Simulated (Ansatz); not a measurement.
**CH6BO+: functionals against CCSD(T) at one geometry**

An exercise on one series of results from a longer session: the logs are not shown, and one member is left open.

The runs use Ansatz 0.2.0, Gaussian basis; single points in def2-TZVPP.

Correlated methods freeze the cores. B3LYP uses VWN-RPA correlation.

### The system as given

9 atoms, charge 1, spin multiplicity 1.

Atoms are counted from 1 here; the program's logs count them from 0.

Bond lengths: B1–O2 1.454 Å, B1–H4 1.257 Å, B1–H5 1.283 Å, O2–C3 1.419 Å, O2–H6 0.860 Å, C3–H7 1.082 Å, C3–H8 1.213 Å, C3–H9 1.033 Å. Angles: O2–B1–H4 125.9°, O2–B1–H5 109.4°, H4–B1–H5 121.3°, B1–O2–C3 107.1°, B1–O2–H6 117.9°, C3–O2–H6 97.8°, O2–C3–H7 117.1°, O2–C3–H8 110.0°, O2–C3–H9 104.0°, H7–C3–H8 103.0°, H7–C3–H9 114.3°, H8–C3–H9 108.3°.

Coordinates:

```xyz
9
CH6BO
B    -0.3716    0.7010   -1.0393
O    -0.1540    0.6035    0.3953
C     0.5245   -0.6206    0.6319
H    -1.2902    0.1377   -1.6858
H     0.2118    1.7522   -1.4885
H    -0.8368    0.4567    0.8968
H     1.3940   -0.8272    0.0225
H    -0.2086   -1.5555    0.3872
H     0.7099   -0.6120    1.6481
```

The first run:

run/in.yaml reads:

```yaml
crystal:
  periodic: [false, false, false]
  atoms:
    - {symbol: B, position_ang: [-0.371600, 0.701000, -1.039300]}
    - {symbol: O, position_ang: [-0.154000, 0.603500, 0.395300]}
    - {symbol: C, position_ang: [0.524500, -0.620600, 0.631900]}
    - {symbol: H, position_ang: [-1.290200, 0.137700, -1.685800]}
    - {symbol: H, position_ang: [0.211800, 1.752200, -1.488500]}
    - {symbol: H, position_ang: [-0.836800, 0.456700, 0.896800]}
    - {symbol: H, position_ang: [1.394000, -0.827200, 0.022500]}
    - {symbol: H, position_ang: [-0.208600, -1.555500, 0.387200]}
    - {symbol: H, position_ang: [0.709900, -0.612000, 1.648100]}
basis:
  gaussian: {orbitals: def2-TZVPP}
total_charge: 1
correlation: {method: ccsd_t}
output: {forces: true}
```

No record of the launch command was kept for these runs.

Among the steps run: CCSD(T)/def2-TZVPP; PBE0-D4/def2-TZVPP; wB97M-V/def2-TZVPP; r2SCAN-D4/def2-TZVPP; PBE-D4/def2-TZVPP; revPBE-D4/def2-TZVPP; B3LYP-D4/def2-TZVPP.

One of the session's tables, all rows but one given; the rest of the session is left out.

```
   method  RMS force component (eV/Å)  angle to CCSD(T) forces (°)
  CCSD(T)                       2.692                    reference
  PBE0-D4                       2.658                          2.6
  wB97M-V                           ?                            ?
r2SCAN-D4                       2.675                          1.3
   PBE-D4                       2.728                          4.1
revPBE-D4                       2.732                          3.8
 B3LYP-D4                       2.688                          1.3
```

Q: Estimate the row for wB97M-V from the others.

As computed: RMS force component (eV/Å): 2.688; angle to CCSD(T) forces (°): 1.1.
